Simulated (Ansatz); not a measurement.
Bi2OS2 (P4/nmm, No. 129; cell taken from a computed entry), treated with PBE0 in Ansatz (PAW).

Run with plane-wave cutoff 460 eV, 6×6×2 k mesh (along the axes of the cell as run), Fermi–Dirac smearing 0.01 eV, scalar-relativistic PAW data made under PBE.

Cell (relaxed with PBEsol):

```
CELL_PARAMETERS angstrom
      3.93293     0.00000     0.00000
      0.00000     3.93293     0.00000
      0.00000     0.00000    13.86119
ATOMIC_POSITIONS crystal
  Bi 0.00000 0.50000 0.86804
  Bi 0.50000 0.00000 0.13196
  Bi 0.50000 0.00000 0.59092
  Bi 0.00000 0.50000 0.40908
  S  0.50000 0.00000 0.89549
  S  0.00000 0.50000 0.10451
  S  0.00000 0.50000 0.68674
  S  0.50000 0.00000 0.31326
  O  0.00000 0.00000 0.50000
  O  0.50000 0.50000 0.50000
```

Q: Estimate the band gap and direct gap at Γ that the calculation returns.

A: 
band gap: 1.83 eV
direct gap at Γ: 3.97 eV

Note: cell and atoms aren't relaxed at this level (largest force component 0.37 eV/Å, pressure 0.7 GPa); the cell has widely spaced layers and the level no dispersion term, so their spacing and the moduli can rest on weak binding.

Spin–orbit coupling is not included; with these elements it can move the gap by several tenths of an eV or more.

Static lattice: no zero-point or thermal effects.

Ansatz is a first-principles code.
